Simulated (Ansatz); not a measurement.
**AlH3 (singlet): from Hartree-Fock to the top rungs at scale of all distances = 1.487, cc-pVDZ**

Aim: climb from Hartree-Fock through coupled cluster and multireference methods for AlH3 (singlet) at one geometry and basis, and see what each rung misses.

The runs use Ansatz 0.2.0, Gaussian basis; cc-pVDZ, core rule «outside noble gas», up to 5 orbitals frozen.

Plan: UHF; CCSD(T) on RHF; CCSD(T) on UHF; BCCD(T) on RHF; CISD; CCSDT(Q) on RHF; CCSDT(Q) on UHF; CCSDTQ on RHF; CASSCF and MRCISD+Q, 2 electrons in 2 orbitals; CASSCF and NEVPT2, 2 electrons in 2 orbitals; CASSCF and MRCISD+Q, 6 electrons in 7 orbitals; CASSCF and MRCISD+Q(relaxed), 6 electrons in 7 orbitals; CASSCF and NEVPT2, 6 electrons in 7 orbitals; Full CI.

20 further runs of the same task are left out: 10 for a known fault of the program, 8 that didn't finish, 2 set aside as unsound or not needed.

**1. The geometry**

The geometry derives from a PBE0/def2-TZVP stationary point (not a proven minimum). All distances are scaled together.

4 atoms, charge 0, spin multiplicity 1.

Atoms are counted from 1 here; the program's logs count them from 0.

No contacts short enough for the rule that draws bonds.

**2. UHF**

in.yaml reads:

```yaml
crystal:
  periodic: [false, false, false]
  atoms:
    - {symbol: Al, position_ang: [0.000000, 0.000000, 0.000000]}
    - {symbol: H, position_ang: [2.358049, 0.022381, -0.000123]}
    - {symbol: H, position_ang: [-1.198407, 2.030936, -0.004149]}
    - {symbol: H, position_ang: [-1.159642, -2.053316, 0.004272]}
basis:
  gaussian: {orbitals: cc-pVDZ}
magnetization: {spin_polarized: true, initial_magnetization: 0}
hamiltonian: {xc: hf}
output: {orbitals: {seedname: orbitals}}
```

On the command line:

```bash
> ansatz run in.yaml --threads 1 --pin off --events-out ev --progress --plain --max-ram 2393MiB
```

After this run come: CCSD(T) on RHF; CCSD(T) on UHF; BCCD(T) on RHF; CISD; CCSDT(Q) on RHF; CCSDT(Q) on UHF; CCSDTQ on RHF; CASSCF and MRCISD+Q, 2 electrons in 2 orbitals; CASSCF and NEVPT2, 2 electrons in 2 orbitals; CASSCF and MRCISD+Q, 6 electrons in 7 orbitals; CASSCF and MRCISD+Q(relaxed), 6 electrons in 7 orbitals; CASSCF and NEVPT2, 6 electrons in 7 orbitals; Full CI.

**Question.** What will the summary of the whole plan be? Wanted: FCI below the RHF energy; RMP2 from FCI; UMP2 from FCI; RCCSD from FCI; RCCSD(T) from FCI; UCCSD(T) from FCI; RCCSDT(Q) from FCI; UCCSDT(Q) from FCI; NEVPT2 pair from FCI.

**Answer**, as computed:

| quantity | value |
| --- | --- |
| FCI below the RHF energy | -3.7984 eV |
| RMP2 from FCI | +130.2 kJ/mol |
| UMP2 from FCI | +169.8 kJ/mol |
| RCCSD from FCI | +19.2 kJ/mol |
| RCCSD(T) from FCI | +6.5 kJ/mol |
| UCCSD(T) from FCI | +14.1 kJ/mol |
| RCCSDT(Q) from FCI | +0.2 kJ/mol |
| UCCSDT(Q) from FCI | +0.2 kJ/mol |
| NEVPT2 pair from FCI | +107.1 kJ/mol |
| MRCISD+Q pair from FCI | -7.1 kJ/mol |
| NEVPT2 valence from FCI | +28.7 kJ/mol |
| levels within 1 kcal/mol (43 meV) | RCCSDT, UCCSDT, RCCSDT(Q), UCCSDT(Q), RCCSDTQ, MRCISD valence, MRCISD+Q valence, MRCISD+Q(relaxed) valence |
| T1 diagnostic | 0.030 |
| effectively unpaired electrons | 0.45 |

In words: RCCSD(T) misses by +6.5 kJ/mol, 1.8 % of the correlation energy. CCSD(T) misses by +6.5 kJ/mol on the restricted determinant and by +14.1 kJ/mol on the unrestricted one; the two need not hold the same state or core. MRCISD+Q pair, MRCISD+Q(relaxed) valence fall below full CI: the +Q correction isn't variational, and the cores differ from full CI's. The occupations show some static correlation. Of the multireference levels listed MRCISD+Q valence comes nearest in total energy (+0.9 kJ/mol), which doesn't show that its space is the better one. These misses are within one basis, not against nature.
